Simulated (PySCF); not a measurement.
chloroform (CHCl3), SMILES ClC(Cl)Cl.

Coordinates come from a TPSSh-D3(BJ)/def2-SVP optimisation.

Two levels are set side by side: PBE/def2-TZVPD (PySCF) and M06-2X/def2-TZVPD (PySCF). Same geometry, gas phase. Differences are taken from unrounded values.

| quantity | M06-2X |
|---|---|
| orbital gap (eV) | 10.00 |
| highest occupied level (eV) | -10.32 |
| lowest empty level (eV) | -0.32 |
| dipole moment (D) | 1.10 |
| mean polarisability (bohr³) | 57.2 |

What does PBE give, and how far is it from M06-2X? (An estimate is asked for; the answer gives what the named calculation found.)


```
quantity                       PBE  PBE minus M06-2X
---------------------------  -----  ----------------
orbital gap (eV)              5.23             -4.77
highest occupied level (eV)  -7.53              2.79
lowest empty level (eV)      -2.30             -1.98
dipole moment (D)             1.03             -0.07
mean polarisability (bohr³)   60.1               2.8
```

Without exact exchange PBE keeps part of each electron's self-repulsion, which lifts occupied levels and narrows the gap. PBE's more diffuse valence density responds more strongly to a field. Differences between two approximate levels are no errors against the true value.

Rough cost on one machine, each run with all the roots and properties that it gave: M06-2X against PBE about 4 times.
